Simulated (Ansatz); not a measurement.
# CH6BSi: the cost of one run

Program: Ansatz 0.2.0. Level of theory: UKS PBE/6-31G. These are calculated values, not measurements.

## 1. The starting structure

Bond lengths: B1–Si2 1.903 Å, Si2–C3 1.917 Å, B1–H4 1.157 Å, Si2–H5 1.480 Å, Si2–H6 1.486 Å, C3–H7 1.085 Å, C3–H8 1.085 Å, C3–H9 1.086 Å. Angles: B1–Si2–C3 104.8°, B1–Si2–H5 116.6°, B1–Si2–H6 120.9°, C3–Si2–H5 105.8°, C3–Si2–H6 104.5°, H5–Si2–H6 102.7°, Si2–B1–H4 150.8°, Si2–C3–H7 111.1°, Si2–C3–H8 110.6°, Si2–C3–H9 111.3°, H7–C3–H8 107.9°, H7–C3–H9 107.9°, H8–C3–H9 107.8°.

Coordinates:

```xyz
9

B    -1.5153    0.3695   -1.1856
Si    0.2133    0.6669   -0.4465
C     0.4849   -0.7903    0.7692
H    -2.6642    0.5036   -1.1549
H     1.3528    0.6231   -1.3896
H     0.5010    1.8823    0.3587
H     0.4763   -1.7415    0.2473
H     1.4409   -0.6942    1.2724
H    -0.2897   -0.8194    1.5291
```

## 2. End point A

The input, input.yaml:

```yaml
crystal:
  periodic: [false, false, false]
  atoms:
    - { symbol: B, position_ang: [-1.51528, 0.36954, -1.18564] }
    - { symbol: Si, position_ang: [0.21327, 0.66693, -0.44653] }
    - { symbol: C, position_ang: [0.48491, -0.79028, 0.76916] }
    - { symbol: H, position_ang: [-2.66423, 0.50357, -1.15495] }
    - { symbol: H, position_ang: [1.35281, 0.62312, -1.38959] }
    - { symbol: H, position_ang: [0.50104, 1.88235, 0.35871] }
    - { symbol: H, position_ang: [0.4763, -1.74155, 0.2473] }
    - { symbol: H, position_ang: [1.44086, -0.69424, 1.27242] }
    - { symbol: H, position_ang: [-0.28969, -0.81943, 1.52912] }
magnetization:
  spin_polarized: true
  initial_magnetization: 1
basis:
  gaussian: { orbitals: "6-31G" }
hamiltonian:
  xc: pbe
relax:
  f_tol: 0.02
  max_steps: 50
output:
  orbitals: {}
```

Launch:

```bash
$ ansatz run input.yaml --threads 1 --pin off --max-ram 2048MiB --backend cpu --events-out ev --progress --plain --runs-dir out
```

What time and memory should one allow on 1 thread of Arm Neoverse V2, shared host?

About 37 s, with a peak of 0.14 GiB.
